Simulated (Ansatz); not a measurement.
Basis-set series for `CO[SiH2]` radical. Total charge 0; spin multiplicity 2. Geometry: relaxed with PBE0-D4/def2-TZVP.

| functional | basis | functions | energy (Eh) | HOMO (eV) | LUMO (eV) |
| --- | --- | --- | --- | --- | --- |
| PBE0-D4 | def2-SVP | 71 | -405.36133 | -5.71 | -1.98 |
| PBE0-D4 | def2-QZVPP | 334 | -405.62163 | -5.83 | -2.09 |
| ωB97M-V | def2-SVP | 71 | -405.52901 | -7.48 | -0.29 |
| ωB97M-V | def2-QZVPP | 334 | -405.79404 | -7.63 | -0.54 |

Task: Give the rows for def2-TZVPP. (Best estimate.)

Result: Computed: 
```json
{"functional": "PBE0-D4", "basis": "def2-TZVPP", "functions": "174", "energy (Eh)": "-405.60453", "HOMO (eV)": "-5.81", "LUMO (eV)": "-2.04"}
{"functional": "ωB97M-V", "basis": "def2-TZVPP", "functions": "174", "energy (Eh)": "-405.77766", "HOMO (eV)": "-7.59", "LUMO (eV)": "-0.44"}
```

HOMO and LUMO are taken over both spins.
